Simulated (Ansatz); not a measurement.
Basis-set extrapolation for `CCC1CO1` (PBE0-D4/def2-TZVP geometry, frozen core, the Gaussian-basis code of Ansatz). Multiplicity 1, RHF reference.

```tsv
	def2-TZVPP	def2-QZVPP
HF	-231.037352	-231.048222
MP2 correlation	-0.920663	-0.982238
CCSD(T) correlation	-0.998637	not run
```

Energies in hartree. Use E(X) = E(∞) + A·exp(−7.88·√X) for Hartree–Fock and E(X) = E(∞) + B·X^(−2.97) for correlation, with X = 3 and 4, and add CCSD(T) minus MP2 of the smaller set to the MP2 limit.

What is the CCSD(T) energy at the basis-set limit?

HF limit: -231.048222 + (-0.010870) × 0.13774 = -231.04972. MP2 limit: -0.982238 + (-0.061575) × 0.74074 = -1.02785. Higher-order term: -0.998637 − (-0.920663) = -0.07797. Total: -232.15554 hartree, 75.0 kcal/mol below CCSD(T)/def2-TZVPP.
